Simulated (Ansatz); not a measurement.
C$_{3}$H$_{7}$ClO, SMILES `COCCCl`, relaxed with RKS PBE-D4/def2-SVP in Ansatz 0.2.0 from a rough embedded geometry. The force threshold is 0.03 eV/Å; the program also tests the step.

Total charge 0; spin multiplicity 1.

Start:

```xyz
12

C    -0.404    0.142   -1.644
O     0.261   -0.774   -0.896
C     0.799   -0.214    0.283
C    -0.258   -0.141    1.484
Cl    0.451    0.459    2.928
H     0.251    1.013   -1.974
H    -1.290    0.592   -1.134
H    -0.768   -0.291   -2.559
H     1.201    0.752    0.132
H     1.577   -0.904    0.639
H    -0.718   -1.147    1.590
H    -1.102    0.515    1.151
```

Question: By how much does the energy fall, and how many steps does the optimiser take? (Best estimate.)

Answer: Ansatz gave: 29.47 kJ/mol, in 4 steps.

Question: Which bonds change most? (An estimate is asked.)

Answer: Ansatz gave: C4–Cl5 from 1.716 to 1.801 Å; C3–C4 from 1.602 to 1.531 Å; C3–H9 from 1.057 to 1.117 Å; C1–O2 from 1.357 to 1.411 Å.

Question: Give the relaxed structure. (Best estimate.)

Answer: Computed: 
```xyz
12

C    -0.427    0.182   -1.677
O     0.247   -0.763   -0.875
C     0.785   -0.240    0.320
C    -0.269   -0.158    1.428
Cl    0.468    0.462    2.950
H     0.239    1.030   -1.969
H    -1.332    0.615   -1.186
H    -0.756   -0.339   -2.597
H     1.241    0.768    0.165
H     1.596   -0.925    0.644
H    -0.693   -1.160    1.634
H    -1.098    0.528    1.163
```
